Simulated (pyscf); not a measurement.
Structures and frequencies: ωB97X-D3(BJ)/def2-SVP in PySCF.

Question: Estimate the classical barrier height and the reaction energy of F–SiH₂–F + H atom (H•) → F–SiH•–F + hydrogen (H₂) at ωB97M-D3(BJ)/def2-TZVP. The step runs on the doublet surface, breaks H–Si and forms H–H; take the separated reactants as zero.

Answer: ΔE‡ = 0.30 eV, ΔE = -0.30 eV. Zero-point energy shifts the barrier by -0.04 eV. It is a hydrogen abstraction, with an imaginary mode of 1233i cm⁻¹. One saddle was located; it need not be the lowest between these sides. The angle at the transferred H is 177°.
